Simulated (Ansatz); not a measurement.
BFH₂S, SMILES `FBS`, relaxed with RKS PBE0-D4/def2-TZVP in Ansatz from a GFN2-xTB geometry. The force threshold is 0.005 eV/Å; the program also tests the step.

Charge 0, multiplicity 1.

Start:

```xyz
5

F     0.412    0.477   -1.277
B     0.560    0.115   -0.018
S    -0.850   -0.446    0.900
H     1.619    0.168    0.471
H    -1.742   -0.315   -0.075
```

(1) By how much does the energy fall, and how many steps does the optimiser take? (Best estimate.)

(2) Which bonds change most? (Best estimate.)

(3) Give the relaxed structure. (Best estimate.)

## Answers

(1) Computed: 0.52 kcal/mol, in 5 steps, 1 of them rejected.

(2) Computed: B2–H4 from 1.168 to 1.194 Å; B2–S3 from 1.773 to 1.791 Å; S3–H5 from 1.328 to 1.345 Å; F1–B2 from 1.319 to 1.323 Å.

(3) The calculation gave: 
```xyz
5

F     0.429    0.488   -1.301
B     0.555    0.119   -0.037
S    -0.851   -0.450    0.915
H     1.626    0.163    0.489
H    -1.760   -0.321   -0.067
```
